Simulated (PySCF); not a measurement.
# C₂HF: magnetic properties

Wanted: magnetic properties for C₂HF (`C#CF`).

Programs: PySCF 2.14.0, with routines of our own; each step states its level. All values are computed. Atoms count from 0.

### 1 The system as given

4 atoms, charge 0, multiplicity 1; geometry from: GFN2-xTB.

### 2 Geometry optimisation at PBE0-D3(BJ)/def2-SVP

Job settings and geometry (Å):

```
{"job": {"xc": "PBE0", "basis": "def2-SVP", "d3": "d3bj", "grid": 1, "kind": "geom"}, "charge": 0, "multiplicity": 1}
C     -0.623710     0.024568    -0.031240
C      0.515926    -0.018435    -0.379648
F      1.742514    -0.066542    -0.754104
H     -1.624497     0.065182     0.270498
```

Launch:

```console
$ OMP_NUM_THREADS=1 python excited_run.py task.json out
```

One launch serves the whole session: the jobs run in the order shown.

Output:

```text
step   0  E = -176.21887727  max force = 0.036850
step   1  E = -176.21959168  max force = 0.004307
step   2  E = -176.21981716  max force = 0.002442
step   3  E = -176.21989616  max force = 0.000975
step   4  E = -176.21990597  max force = 0.000689
step   5  E = -176.21991749  max force = 0.000077
optimisation converged
```

It took 3.1 s on 1 thread of Arm Neoverse V1, shared host; peak memory 0.26 GiB.

Relaxation path:

| step | energy from step 0 (eV) | largest force component (eV/Å) |
| --- | --- | --- |
| 0 | 0.0000 | 1.8949 |
| 1 | -0.0194 | 0.2215 |
| 2 | -0.0256 | 0.1256 |
| 3 | -0.0277 | 0.0501 |
| 4 | -0.0280 | 0.0354 |
| 5 | -0.0283 | 0.0040 |

Distances of close pairs at the start and the end, largest changes first:

| bond | before (Å) | after (Å) | change (Å) |
| --- | --- | --- | --- |
| C0–H3 | 1.046 | 1.073 | +0.027 |
| C1–F2 | 1.283 | 1.270 | -0.013 |
| C0–C1 | 1.192 | 1.204 | +0.011 |

The next job starts from the end point, and lists it.

| at the end point | value |
| --- | --- |
| point group (found at 0.08 Å tolerance) | C∞v |
| rotational constants (GHz, main isotopes) | 9.717, 9.717 |
| dipole moment (D) | 0.52 |

### 3 Magnetic properties: GIAO B3LYP/aug-pcSseg-1

Job settings and geometry (Å):

```
{"job": {"kind": "mag", "xc": "B3LYP", "basis": "aug-pcSseg-1", "isotopologues": 4}, "charge": 0, "multiplicity": 1}
C     -0.616147    -0.029672     0.018675
C      0.514329    -0.029987    -0.394504
F      1.707196    -0.030322    -0.830610
H     -1.623589    -0.029443     0.387222
```

Method: GIAO B3LYP/aug-pcSseg-1 magnetisability, rotational g tensor and spin-rotation constants, non-relativistic, gas phase.

Output:

```text
coarse grid: 3880 points
cycle   1  E = -176.4715880323  dE =  4.530e-01  |g| = 4.503e-01  |ddm| = 2.699e+00
cycle   2  E = -176.3946292453  dE =  7.696e-02  |g| = 7.018e-01  |ddm| = 8.440e-01
cycle   3  E = -176.5023490328  dE = -1.077e-01  |g| = 1.959e-01  |ddm| = 6.204e-01
cycle   4  E = -176.5117046976  dE = -9.356e-03  |g| = 3.769e-02  |ddm| = 1.569e-01
cycle   5  E = -176.5118699130  dE = -1.652e-04  |g| = 1.146e-02  |ddm| = 2.624e-02
cycle   6  E = -176.5118947922  dE = -2.488e-05  |g| = 2.331e-03  |ddm| = 1.201e-02
cycle   7  E = -176.5118960275  dE = -1.235e-06  |g| = 1.577e-04  |ddm| = 1.730e-03
final grid: 39392 points
cycle   8  E = -176.5388418789  dE = -1.022e-05  |g| = 1.663e-03  |ddm| = 3.332e-02
cycle   9  E = -176.5388417909  dE =  8.792e-08  |g| = 1.861e-03  |ddm| = 3.909e-03
cycle  10  E = -176.5388425217  dE = -7.307e-07  |g| = 5.217e-04  |ddm| = 1.645e-03
cycle  11  E = -176.5388425664  dE = -4.478e-08  |g| = 1.209e-04  |ddm| = 3.913e-04
cycle  12  E = -176.5388425678  dE = -1.347e-09  |g| = 9.478e-05  |ddm| = 1.560e-04
cycle  13  E = -176.5388425699  dE = -2.085e-09  |g| = 7.743e-06  |ddm| = 6.800e-05
cycle  14  E = -176.5388425699  dE = -1.410e-11  |g| = 2.421e-07  |ddm| = 7.845e-06
converged SCF energy = -176.5388425699

Magnetisability tensor (1e-30 J/T^2)
     -496.65        0.02       30.70
        0.02     -412.70       -0.01
       30.70       -0.01     -423.92
isotropic -444.42   principal values    -507.88   -412.70   -412.70
isotropic susceptibility -26.764 1e-6 cm^3/mol

Inertial axes            a          b          c
rot. const./GHz           -     9.7166     9.7166
chi total           -30.585    -24.853    -24.853
chi diamagnetic     -30.585   -147.108   -147.108
chi paramagnetic      0.000    122.255    122.255
quadrupole/D A        4.313     -2.157     -2.157
g nuclear                 -     0.5493     0.5493
g electronic              -    -0.5581    -0.5581
g total                   -    -0.0088    -0.0088

Spin-rotation constants (kHz, H = +C I.J)
atom  isotope        aa         bb         cc
  2    19F            -      5.734      5.734
  3     1H            -     -1.093     -1.093
  0    13C*           -      2.032      2.032
  1    13C*           -      3.955      3.955
* in the singly substituted isotopologue

Isotopologues: g along a, b, c
13C   at 0                       -    -0.0086    -0.0086
13C   at 1                       -    -0.0088    -0.0088
2H    at 3                       -    -0.0081    -0.0081
```

It took 2.6 s on 1 thread of Arm Neoverse V1, shared host; peak memory 0.43 GiB.

Key values:

| quantity | value |
| --- | --- |
| magnetisability | -444·10⁻³⁰ J/T² |
| molar susceptibility | -26.8·10⁻⁶ cm³/mol |
| rotational g (a, b, c) | –, -0.0088, -0.0088 |

### 4 Magnetic properties: common gauge origin B3LYP/IGLO-II

Job settings and geometry (Å):

```
{"job": {"kind": "mag", "xc": "B3LYP", "basis": "IGLO-II", "gauge": [0, 0, 0]}, "charge": 0, "multiplicity": 1}
C     -0.616147    -0.029672     0.018675
C      0.514329    -0.029987    -0.394504
F      1.707196    -0.030322    -0.830610
H     -1.623589    -0.029443     0.387222
```

Level: common gauge origin B3LYP/IGLO-II magnetisability, rotational g tensor and spin-rotation constants, non-relativistic, gas phase.

Output:

```text
coarse grid: 3880 points
cycle   1  E = -176.5537071437  dE =  4.535e-01  |g| = 4.805e-01  |ddm| = 1.784e+00
cycle   2  E = -176.4735009266  dE =  8.021e-02  |g| = 7.337e-01  |ddm| = 5.697e-01
cycle   3  E = -176.5856456451  dE = -1.121e-01  |g| = 2.115e-01  |ddm| = 4.567e-01
cycle   4  E = -176.5962633647  dE = -1.062e-02  |g| = 4.545e-02  |ddm| = 1.325e-01
cycle   5  E = -176.5965050845  dE = -2.417e-04  |g| = 1.335e-02  |ddm| = 2.193e-02
cycle   6  E = -176.5965377480  dE = -3.266e-05  |g| = 2.165e-03  |ddm| = 7.767e-03
cycle   7  E = -176.5965387921  dE = -1.044e-06  |g| = 1.306e-04  |ddm| = 1.270e-03
final grid: 39392 points
cycle   8  E = -176.6006090842  dE = -1.521e-05  |g| = 1.996e-03  |ddm| = 7.432e-03
cycle   9  E = -176.6006084541  dE =  6.301e-07  |g| = 2.515e-03  |ddm| = 1.971e-03
cycle  10  E = -176.6006095669  dE = -1.113e-06  |g| = 9.212e-04  |ddm| = 1.592e-03
cycle  11  E = -176.6006097455  dE = -1.786e-07  |g| = 2.374e-04  |ddm| = 5.681e-04
cycle  12  E = -176.6006097560  dE = -1.048e-08  |g| = 9.791e-05  |ddm| = 1.493e-04
cycle  13  E = -176.6006097577  dE = -1.696e-09  |g| = 6.689e-06  |ddm| = 4.510e-05
cycle  14  E = -176.6006097577  dE = -1.182e-11  |g| = 4.771e-07  |ddm| = 4.475e-06
converged SCF energy = -176.6006097577

Magnetisability tensor (1e-30 J/T^2)
     -536.36       -0.08      -99.07
       -0.08     -807.37        0.03
      -99.07        0.03     -771.16
isotropic -704.97   principal values    -807.37   -807.37   -500.15
isotropic susceptibility -42.454 1e-6 cm^3/mol

Inertial axes            a          b          c
rot. const./GHz           -     9.7166     9.7166
chi total           -30.120    -48.621    -48.621
chi diamagnetic     -30.120   -146.891   -146.891
chi paramagnetic      0.000     98.270     98.270
quadrupole/D A        4.031     -2.016     -2.016
g nuclear                 -     0.5493     0.5493
g electronic              -    -0.4486    -0.4486
g total                   -     0.1007     0.1007

Spin-rotation constants (kHz, H = +C I.J)
atom  isotope        aa         bb         cc
  2    19F            -      6.610      6.610
  3     1H            -     -0.089     -0.089
  0    13C*           -      2.005      2.005
  1    13C*           -      3.431      3.431
* in the singly substituted isotopologue
```

Wall time 0.95 s (1 thread of Arm Neoverse V1, shared host); peak memory 0.36 GiB.

A normal end doesn't make this result sound: a common gauge origin replaces GIAOs, so the magnetic properties depend on where the origin lies.

### 5 Magnetic properties: GIAO KT3/ANO-RCC-VDZP

Job settings and geometry (Å):

```
{"job": {"kind": "mag", "xc": "KT3", "basis": "ANO-RCC-VDZP", "scf": {"conv": 1e-08}}, "charge": 0, "multiplicity": 1}
C     -0.616147    -0.029672     0.018675
C      0.514329    -0.029987    -0.394504
F      1.707196    -0.030322    -0.830610
H     -1.623589    -0.029443     0.387222
```

With the program's defaults for keys left out, this is: GIAO KT3/ANO-RCC-VDZP magnetisability, rotational g tensor and spin-rotation constants, non-relativistic, gas phase.

Output:

```text
final grid: 39392 points
cycle   1  E = -178.9719523568  dE =  4.667e-01  |g| = 5.159e-01  |ddm| = 3.044e+00
cycle   2  E = -178.8452998100  dE =  1.267e-01  |g| = 8.658e-01  |ddm| = 1.162e+00
cycle   3  E = -178.9996849997  dE = -1.544e-01  |g| = 3.307e-01  |ddm| = 1.100e+00
cycle   4  E = -179.0298358026  dE = -3.015e-02  |g| = 5.955e-02  |ddm| = 3.573e-01
cycle   5  E = -179.0304387883  dE = -6.030e-04  |g| = 1.724e-02  |ddm| = 4.947e-02
cycle   6  E = -179.0305099789  dE = -7.119e-05  |g| = 1.673e-03  |ddm| = 1.653e-02
cycle   7  E = -179.0305105298  dE = -5.509e-07  |g| = 1.352e-04  |ddm| = 1.509e-03
cycle   8  E = -179.0305105339  dE = -4.109e-09  |g| = 3.151e-05  |ddm| = 1.463e-04
converged SCF energy = -179.0305105339

Magnetisability tensor (1e-30 J/T^2)
     -479.34        0.02       26.55
        0.02     -406.72       -0.01
       26.55       -0.01     -416.43
isotropic -434.16   principal values    -489.04   -406.72   -406.72
isotropic susceptibility -26.146 1e-6 cm^3/mol

Inertial axes            a          b          c
rot. const./GHz           -     9.7166     9.7166
chi total           -29.451    -24.493    -24.493
chi diamagnetic     -29.451   -146.049   -146.049
chi paramagnetic      0.000    121.556    121.556
quadrupole/D A        4.227     -2.114     -2.114
g nuclear                 -     0.5493     0.5493
g electronic              -    -0.5549    -0.5549
g total                   -    -0.0056    -0.0056

Spin-rotation constants (kHz, H = +C I.J)
atom  isotope        aa         bb         cc
  2    19F            -      4.863      4.863
  3     1H            -     -1.034     -1.034
  0    13C*           -      1.715      1.715
  1    13C*           -      3.437      3.437
* in the singly substituted isotopologue
```

Run time: 3.4 s. Hardware: 1 thread of Arm Neoverse V1, shared host; peak memory 0.36 GiB.

From this job:

| quantity | value |
| --- | --- |
| magnetisability | -434·10⁻³⁰ J/T² |
| molar susceptibility | -26.1·10⁻⁶ cm³/mol |
| rotational g (a, b, c) | –, -0.0056, -0.0056 |

### 6 Magnetic properties side by side

| level | ξ (10⁻³⁰ J/T²) | g(a) | g(b) | gap (eV) | functions | time |
| --- | --- | --- | --- | --- | --- | --- |
| GIAO B3LYP/aug-pcSseg-1 | -444 | – | -0.0088 | 7.69 | 87 | 2.6 s |
| GIAO KT3/ANO-RCC-VDZP | -434 | – | -0.0056 | 6.49 | 47 | 3.4 s |

### 7 What came out

| quantity | value |
| --- | --- |
| point group | C∞v |
| rotational constants (main isotopes) | 9.72, 9.72 GHz |
| magnetisability (step 3, GIAO B3LYP/aug-pcSseg-1) | -444·10⁻³⁰ J/T² |
| molar susceptibility (step 3, GIAO B3LYP/aug-pcSseg-1) | -26.8·10⁻⁶ cm³/mol |
| rotational g (a, b, c) (step 3, GIAO B3LYP/aug-pcSseg-1) | –, -0.0088, -0.0088 |
| magnetisability over the levels | -444 to -434·10⁻³⁰ J/T² |
| runs | 0 failed, 1 ended on unsound input |

In words: Relaxing lowered the energy by 0.028 eV in 5 steps; the close pair that moved most is C0–H3, from 1.046 to 1.073 Å. The magnetisability spreads by 2.3 % over 2 levels, from GIAO B3LYP/aug-pcSseg-1 (2.6 s) to GIAO KT3/ANO-RCC-VDZP (3.4 s); the runs took 2.6 s to 3.4 s. Two levels can agree by chance, so this spread shows no convergence. Vibrational averaging and real surroundings are missing from these values.
